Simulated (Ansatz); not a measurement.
Worked example: correlation energy of CS, singlet

Geometry: MP2(full)/6-31G*, from the G2/97 set.

```xyz
2

C     0.0000    0.0000    0.0000
S     0.0000    0.0000    1.5447
```

Basis cc-pV(T+d)Z; Ansatz 0.2.0. Correlated methods freeze the noble-gas cores, which leaves 10 electrons in 63 orbitals. R marks a restricted (for open shells ROHF) determinant.

Full CI isn't at hand for all of this; RCCSDTQ serves as the reference, and is uncertain by about the last step of the cluster series.

Runs differ by some tens of microhartree through their thresholds, so steps under 0.03 kcal/mol mean nothing.

```tsv
level	total energy (hartree)
RHF	-435.354457
RMP2	-435.657831
RCCSD	-435.674136
RCCSD(T)	-435.695702
RCCSDT	-435.696295
RCCSDT(Q)	-435.698046
RCCSDTQ	-435.697898
```

Task: What is the correlation energy at RCCSDTQ, and what share of it do RMP2 and RCCSDT recover?

Result: E(corr) = -435.697898 − (-435.354457) = -0.343441 hartree = -9.346 eV. RMP2: -0.303374 / -0.343441 = 88.33 %. RCCSDT: -0.341838 / -0.343441 = 99.53 %.

Task: By how many kcal/mol does RCCSD(T) miss RCCSDTQ (1 hartree = 627.509 kcal/mol), and which steps make up the rest?

Result: -435.695702 − (-435.697898) = 0.002196 hartree = 1.38 kcal/mol. Steps: RCCSDT − RCCSD(T) = -0.37, RCCSDT(Q) − RCCSDT = -1.10, RCCSDTQ − RCCSDT(Q) = 0.09 kcal/mol. Differences between like states or geometries often cancel part of this.
